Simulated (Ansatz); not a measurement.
# BH7NP: the cost of one run

Program: Ansatz 0.2.0. Level of theory: RKS r2SCAN-D4/6-31G*. These are calculated values, not measurements.

## Step 1: The structure to begin with

Bond lengths: B1–N3 1.550 Å, N3–H4 1.060 Å, N3–H5 1.060 Å, B1–H6 1.190 Å, B1–P7 2.210 Å, P7–H8 1.420 Å, P7–H9 1.420 Å, P7–H10 1.564 Å. Angles: B1–N3–H4 120.0°, B1–N3–H5 120.0°, H4–N3–H5 120.0°, N3–B1–H6 120.0°, N3–B1–P7 96.8°, H6–B1–P7 101.3°, B1–P7–H8 109.5°, B1–P7–H9 109.5°, B1–P7–H10 56.9°, H8–P7–H9 109.4°, H8–P7–H10 57.6°, H9–P7–H10 145.7°.

Structure file:

```xyz
10

B     0.0000    0.0000    0.0000
H     0.0000    0.0000    1.5400
N     1.3423    0.0000   -0.7750
H     1.8089   -0.9179   -1.0268
H     1.7937    0.9179   -1.0532
H    -1.0305    0.0000   -0.5950
P     0.0991    2.0949    0.6969
H     0.6595    2.1347    2.0010
H     0.9104    2.8515   -0.1895
H     0.0413    0.8730    1.6712
```

## Step 2: A restrained relaxation towards end A

Springs on the bonds that form and break draw the guess towards this end; the thresholds are loose.

input.yaml

```yaml
crystal:
  periodic: [false, false, false]
  atoms:
    - { symbol: B, position_ang: [0.0, 0.0, 0.0] }
    - { symbol: H, position_ang: [0.0, 0.0, 1.54] }
    - { symbol: "N", position_ang: [1.3423, 0.0, -0.775] }
    - { symbol: H, position_ang: [1.8089, -0.9179, -1.0268] }
    - { symbol: H, position_ang: [1.7937, 0.9179, -1.0532] }
    - { symbol: H, position_ang: [-1.0305, 0.0, -0.595] }
    - { symbol: P, position_ang: [0.0991, 2.0949, 0.6969] }
    - { symbol: H, position_ang: [0.6595, 2.1347, 2.001] }
    - { symbol: H, position_ang: [0.9104, 2.8515, -0.1895] }
    - { symbol: H, position_ang: [0.0413, 0.873, 1.6712] }
basis:
  gaussian: { orbitals: "6-31G*" }
hamiltonian:
  xc: r2scan
  dispersion: d4
relax:
  f_tol: 0.15
  max_steps: 25
  restrain:
    - { distance: [0, 6], at: 3.11, k: 30.0 }
    - { distance: [9, 1], at: 1.86, k: 30.0 }
    - { distance: [0, 1], at: 1.19, k: 30.0 }
    - { distance: [9, 6], at: 1.42, k: 30.0 }
output:
  orbitals: {}
```

On the command line:

```bash
$ ansatz run input.yaml --threads 1 --pin off --max-ram 2048MiB --backend cpu --events-out ev --progress --plain --runs-dir out
```

Q: Estimate wall time and peak memory on 1 thread of Arm Neoverse V2, shared host.

About 36 s, with a peak of 0.14 GiB.
